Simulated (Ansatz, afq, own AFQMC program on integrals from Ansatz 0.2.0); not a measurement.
**SiH4, singlet in cc-pVTZ, levels against CCSDT(Q)**

```xyz
5

H    -2.4243    0.0549    0.0000
H    -1.5373    0.0549    0.0000
Si    0.0917    0.0549    0.0000
H     0.7038   -0.8194    1.0900
H     0.7038   -0.8194   -1.0900
```

Basis cc-pVTZ. Only valence electrons are correlated. AFQMC by an in-house program on the Cholesky factors that Ansatz 0.2.0 writes for its CCSD(T) run. ph-AFQMC/CISD is guided by a CISD state made of CCSD amplitudes; releasing the constraint for a short imaginary time cuts its bias at the price of noise, slowly where states lie close. Error bars are statistical, one sigma.

Determinant: RHF, the one that the program's search chose, which needn't be the lowest solution. The geometry is a point of a scan.

No full CI on the walks' own integrals is used here; CCSDT(Q) serves as the reference and is uncertain by about the last step of the cluster series.

Cautions: higher spins were not checked; restricted determinant unstable towards unrestricted (UHF 276 meV lower, ⟨S²⟩ 0.62); the released energies are still falling, so no released level is given (meV from the phaseless value at times in 1/Eh: -5 ± 3 at 0.24, -10 ± 3 at 0.51, -12.9 ± 2.0 at 0.99, -17 ± 3 at 1.62, -19 ± 4 at 2.40), though the last usable value meets CCSDT(Q) within the noise.

The T1 diagnostic is 0.0182. The weight of the determinant in the CISD state is 0.873 and the size of the correlated space is 8 electrons in 85 orbitals.

Reference: CCSDT(Q), correlation energy -5.398 eV.

```json
{"level": "HF", "E − E(reference) (kJ/mol)": "520.8", "share of correlation (%)": "0.00"}
{"level": "MP2", "E − E(reference) (kJ/mol)": "112.4", "share of correlation (%)": "78.41"}
{"level": "CCSD", "E − E(reference) (kJ/mol)": "20.1", "share of correlation (%)": "96.14"}
{"level": "CCSD(T)", "E − E(reference) (kJ/mol)": "3.9", "share of correlation (%)": "99.25"}
{"level": "CCSDT", "E − E(reference) (kJ/mol)": "0.8", "share of correlation (%)": "99.85"}
{"level": "ph-AFQMC/CISD", "E − E(reference) (kJ/mol)": "2.2 ± 0.3", "share of correlation (%)": "99.58"}
```

A walk keeps the symmetry of its determinant, which the program's search chose and which needn't be the lowest solution, so a lower state of the same spin and another symmetry isn't excluded.
